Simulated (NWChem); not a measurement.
# pyrrole (C4H5N); SMILES c1c[nH]cc1

Results from NWChem. Pople sets run with spherical d functions. The geometry was optimised at PBE0/def2-SVP. Solvent water, SMD (1 M gas to 1 M solution), gas-phase geometry.

### Question
Taking PBE0/6-311G** as the yardstick, which of these has the fewest basis functions while keeping “solvation free energy (kcal/mol)” within 0.3 kcal/mol of it: PBE0/6-31G*; PBE0/6-31+G*; PBE0/STO-3G; PBE0/3-21G?

### Answer
PBE0/6-31G*.
| level | basis functions | solvation free energy (kcal/mol) |
|---|---|---|
| PBE0/STO-3G | 30 | -1.6 |
| PBE0/3-21G | 55 | -6.0 |
| PBE0/6-31G* | 80 | -4.6 |
| PBE0/6-31+G* | 100 | -4.8 |
| PBE0/6-311G** | 120 | -4.7 |

The yardstick is one finite set, not the basis-set limit.
